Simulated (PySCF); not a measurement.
Species: hydrogen peroxide, H2O2.
Bonds: O1–O2. Hydrogens: H3 on O1; H4 on O2.

Computed, not measured: EOM-IP-CCSD/aug-cc-pVTZ in PySCF, restricted Hartree–Fock reference, 2 core orbitals frozen, non-relativistic, gas phase, PBE0-D3(BJ)/def2-SVP geometry.

The vertical ionisation energies are 10.60, 13.85, 14.86, 18.08, 18.17 eV.

Q: Which Hartree–Fock orbital leads each hole, and what is its Koopmans value −ε?

A: 
```csv
leading hole (HF orbital),Koopmans (eV),EOM-IP-CCSD (eV),change (eV),one-hole share
HOMO,12.40,10.60,-1.80,0.95
HOMO-1,14.89,13.85,-1.04,0.96
HOMO-2,17.27,14.86,-2.41,0.93
HOMO-4,19.97,18.08,-1.89,0.93
HOMO-3,18.39,18.17,-0.22,0.96
```

Q: Does the order of the lines follow the orbital energies?

A: No: the HOMO-4 hole (18.08 eV) falls below the HOMO-3 hole (18.17 eV). The corrections run from -2.41 to -0.22 eV, with a mean of -1.47 eV over the 5 lines; no line lies above its Koopmans value.

Q: At what kinetic energies would He II light (40.81 eV) eject these electrons?

A: 30.21 eV (HOMO), 26.96 eV (HOMO-1), 25.95 eV (HOMO-2), 22.73 eV (HOMO-4), 22.64 eV (HOMO-3).

Lines less than 0.15 eV apart could change places at a higher level. One root was sought for each valence orbital with −ε under 21 eV, eight at most, so deeper holes and satellites are missing; no vibrational structure.

On one thread of an Arm Neoverse V2, shared host, this took 13 min wall and 2.5 GiB of memory at its peak.

The values belong to the conformer `[OH:1][OH:2]`: H–O1–O2–H 180°.
